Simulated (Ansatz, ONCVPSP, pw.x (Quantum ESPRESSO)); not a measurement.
# La: does the ONCV potential hold in the solid?

- Element: lanthanum
- Generator: ONCVPSP 4.0.1.1 (patched build)
- Type: optimised norm-conserving Vanderbilt (ONCV)
- Functional: PBEsol
- Relativity: scalar-relativistic
- Frozen core: [Kr] 4d10
- Valence charge: 11
- Reference configuration: 5s2 5p6 5d1 6s1 (charge +1)
- Partial waves: 5s+6s: rc 2.65 bohr, ncon 3, nbas 7, qcut 4.5 1/bohr, 2 projectors; 5p: rc 2.80 bohr, ncon 4, nbas 7, qcut 5.4 1/bohr, 1 projector; 5d: rc 4.00 bohr, ncon 4, nbas 9, qcut 4.6 1/bohr, 2 projectors, debl 3.8 Ha; f scattering state at 0.17 Ha: rc 4.30 bohr, ncon 3, nbas 8, qcut 2.6 1/bohr, 2 projectors, debl 2.3 Ha
- Local potential: polynomial inside 1.75 bohr (lpopt 5, dvloc0 2 Ha)
- Core correction: Teter function, fcfact 4.5, rcfact 1.2

In the f channel the program set the typed energies aside and used -0.376, 1.924 Ha.

Crystal test: bcc La in pw.x 7.5, no spin, 11³ k-points, Fermi–Dirac smearing 0.01 Ry, cutoffs 50/200 Ry. The reference is all-electron LAPW (Ansatz 0.2.0) with the same functional, mesh and smearing; V0 and B0 come from Birch–Murnaghan fits to the pressures at five volumes. Errors are pseudo minus all-electron; Δ is the rms difference of the E(V) curves that follow from these fits, minima aligned, over ±6 % about the mean V0. Mesh and smearing are coarse, so the numbers serve the comparison and aren't converged zero-temperature values; the lattice is a test structure that the element need not adopt.

All-electron: a0 = 4.124 Å (V0 = 35.06 Å³/atom), B0 = 27.1 GPa.

Q: How far does the potential miss the all-electron equation of state?

A: mean pressure error (GPa): +33.58. The pressure does not cross zero within the volumes sampled, so no fit is given. The largest radius (4.30 bohr) exceeds half the bond length (3.37 bohr), so the spheres overlap, which is one possible source of error among others. This is a poor potential for the solid. The pseudo pressure rises with volume over part of the range, a mechanical instability.

```json
{"V (Å³/atom)": "33.188", "P all-electron (GPa)": "1.59", "P pseudo (GPa)": "41.82"}
{"V (Å³/atom)": "34.062", "P all-electron (GPa)": "0.81", "P pseudo (GPa)": "42.01"}
{"V (Å³/atom)": "34.935", "P all-electron (GPa)": "0.10", "P pseudo (GPa)": "36.34"}
{"V (Å³/atom)": "35.808", "P all-electron (GPa)": "-0.56", "P pseudo (GPa)": "28.42"}
{"V (Å³/atom)": "36.682", "P all-electron (GPa)": "-1.15", "P pseudo (GPa)": "20.10"}
```

Q: At the middle volume, how do free energy and pressure move when the wave cutoff is lowered (ecutrho kept at four times it)?

A:

```csv
cutoff (Ry),shift of F (meV/atom),shift of P (GPa)
22,+274.5,-0.96
30,+134.0,-1.31
40,+15.8,-0.22
```

Input at the middle volume:

```
&control
  calculation='scf', prefix='x', pseudo_dir='./', outdir='./tmp', tstress=.true., disk_io='none'
/
&system
  ibrav=0, nat=1, ntyp=1, ecutwfc=50, ecutrho=200, nbnd=13,
  occupations='smearing', smearing='fd', degauss=0.01
/
&electrons
  conv_thr=1e-09, mixing_beta=0.4, electron_maxstep=70
/
ATOMIC_SPECIES
La 1.0 La.UPF
CELL_PARAMETERS angstrom
  -2.05936622 2.05936622 2.05936622
  2.05936622 -2.05936622 2.05936622
  2.05936622 2.05936622 -2.05936622
ATOMIC_POSITIONS crystal
La 0.0000 0.0000 0.0000
K_POINTS automatic
11 11 11 0 0 0
```

```bash
pw.x < La.scf.in > La.scf.out
```

Lines of the output:

```
Message from routine setup:
     using ibrav=0 with symmetry is DISCOURAGED, use correct ibrav instead
     lattice parameter (alat)  =       6.7405  a.u.
     unit-cell volume          =     235.7531 (a.u.)^3
     number of electrons       =        11.00
     number of Kohn-Sham states=           13
     kinetic-energy cutoff     =      50.0000  Ry
     charge density cutoff     =     200.0000  Ry
     scf convergence threshold =      1.0E-09
     Exchange-correlation= PBESOL
     number of k points=    56  Fermi-Dirac smearing, width (Ry)=  0.0100
     iteration #  1     ecut=    50.00 Ry     beta= 0.40
     total energy              =     -68.26748413 Ry
     estimated scf accuracy    <       0.27435594 Ry
     iteration #  2     ecut=    50.00 Ry     beta= 0.40
     total energy              =     -68.26584668 Ry
     estimated scf accuracy    <       0.04348458 Ry
     iteration #  3     ecut=    50.00 Ry     beta= 0.40
     total energy              =     -68.28500369 Ry
     estimated scf accuracy    <       0.00113125 Ry
     iteration #  4     ecut=    50.00 Ry     beta= 0.40
     c_bands:  2 eigenvalues not converged
     c_bands:  2 eigenvalues not converged
     c_bands:  2 eigenvalues not converged
     c_bands:  2 eigenvalues not converged
     c_bands:  2 eigenvalues not converged
     c_bands:  1 eigenvalues not converged
     c_bands:  3 eigenvalues not converged
     c_bands:  1 eigenvalues not converged
     [... 3 repeated lines left out ...]
     total energy              =     -68.28757803 Ry
     estimated scf accuracy    <       0.00059675 Ry
     iteration #  5     ecut=    50.00 Ry     beta= 0.40
     [... 2 repeated lines left out ...]
     total energy              =     -68.28771921 Ry
     estimated scf accuracy    <       0.00019030 Ry
     iteration #  6     ecut=    50.00 Ry     beta= 0.40
     [... 1 repeated lines left out ...]
     total energy              =     -68.28776701 Ry
     estimated scf accuracy    <       0.00012711 Ry
     iteration #  7     ecut=    50.00 Ry     beta= 0.40
     total energy              =     -68.28784514 Ry
     estimated scf accuracy    <       0.00000242 Ry
     iteration #  8     ecut=    50.00 Ry     beta= 0.40
     [... 1 repeated lines left out ...]
     total energy              =     -68.28784888 Ry
     estimated scf accuracy    <       0.00000097 Ry
     iteration #  9     ecut=    50.00 Ry     beta= 0.40
     total energy              =     -68.28784893 Ry
     estimated scf accuracy    <       0.00000343 Ry
     iteration # 10     ecut=    50.00 Ry     beta= 0.40
     total energy              =     -68.28784862 Ry
     estimated scf accuracy    <       0.00000244 Ry
     iteration # 11     ecut=    50.00 Ry     beta= 0.40
     total energy              =     -68.28784795 Ry
     estimated scf accuracy    <       0.00000118 Ry
     iteration # 12     ecut=    50.00 Ry     beta= 0.40
     total energy              =     -68.28784835 Ry
     estimated scf accuracy    <       0.00000006 Ry
     iteration # 13     ecut=    50.00 Ry     beta= 0.40
     total energy              =     -68.28784833 Ry
     estimated scf accuracy    <       0.00000005 Ry
     iteration # 14     ecut=    50.00 Ry     beta= 0.40
     total energy              =     -68.28784834 Ry
     estimated scf accuracy    <          1.1E-09 Ry
     iteration # 15     ecut=    50.00 Ry     beta= 0.40
     total energy              =     -68.28784834 Ry
     estimated scf accuracy    <          1.8E-09 Ry
     iteration # 16     ecut=    50.00 Ry     beta= 0.40
     the Fermi energy is    11.2951 ev
!    total energy              =     -68.28784834 Ry
     estimated scf accuracy    <          1.2E-11 Ry
     smearing contrib. (-TS)   =      -0.02452643 Ry
     The total energy is F=E-TS. E is the sum of the following terms:
     one-electron contribution =      -5.73616835 Ry
     hartree contribution      =       7.81758070 Ry
     xc contribution           =     -13.76865610 Ry
     ewald contribution        =     -56.57607815 Ry
     convergence has been achieved in  16 iterations
          total   stress  (Ry/bohr**3)                   (kbar)     P=      363.42
     Message from routine punch:
     Nothing written, as per user request (disk_io='none')
```

The run at the middle volume (56 k-points, 16 iterations) took about 36 s on one core of a shared host (Neoverse-N1, 64 threads, 124 GiB, load 49).
